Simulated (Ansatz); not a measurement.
## Dissociation curves of HS (SMILES [SH])

HS has 2 atoms, charge 0, and is taken as a doublet. SMILES: `[SH]`. The coordinates come from a PBE0-D4/def2-TZVP relaxation.

```csv
atom,x (Å),y (Å),z (Å)
S,0.5746,-0.1878,0.2955
H,-0.5746,0.1878,-0.2955
```

The S1–H2 distance is scanned; the parts on either side stay rigid. Basis cc-pVDZ, 5 core orbitals frozen in the correlated methods; program Ansatz 0.2.0. FCI is exact within this basis and core. Energies in eV from each method's value at 1.330 Å; open shells run as named; a dash marks a point that is missing or didn't converge. The shape above is that at 1.346 Å.

| distance (Å) | UHF | U-r2SCAN | UBHLYP | U-wB97M-V | UCCSD(T) | UCCSDT | UCCSDTQ | FCI |
| --- | --- | --- | --- | --- | --- | --- | --- | --- |
| 1.330 | 0.00 | 0.00 | 0.00 | 0.00 | 0.00 | 0.00 | 0.00 | 0.00 |
| 1.346 | 0.00 | -0.01 | -0.01 | -0.01 | -0.01 | -0.01 | – | -0.01 |
| 1.663 | 0.89 | 0.72 | 0.81 | 0.75 | 0.71 | 0.71 | 0.71 | 0.71 |
| 1.682 | 0.98 | 0.79 | 0.89 | 0.82 | 0.78 | 0.78 | – | 0.78 |
| 1.995 | 2.01 | 2.02 | 2.18 | 2.11 | 1.93 | 1.90 | 1.89 | 1.89 |
| 2.018 | 2.05 | 2.11 | 2.27 | 2.20 | 2.01 | 1.97 | – | 1.96 |
| 2.661 | 2.47 | 3.38 | 3.35 | 3.53 | 3.23 | 3.14 | 3.14 | 3.14 |
| 2.691 | 2.48 | 3.41 | 3.37 | 3.55 | 3.24 | 3.17 | – | 3.16 |
| 3.326 | 2.52 | 3.66 | 3.55 | 3.73 | 3.37 | 3.36 | 3.36 | 3.36 |
| 3.364 | 2.52 | 3.67 | 3.55 | 3.73 | 3.37 | 3.37 | – | 3.36 |

Departure from the FCI curve at its largest: UHF -0.84 eV at 3.36 Å; U-r2SCAN +0.31 eV at 3.36 Å; UBHLYP +0.30 eV at 2.02 Å; U-wB97M-V +0.39 eV at 2.66 Å; UCCSD(T) +0.09 eV at 2.66 Å; UCCSDT +0.01 eV at 2.69 Å; UCCSDTQ within 0.005 eV. For the functionals part of the departure is owed to the small basis.
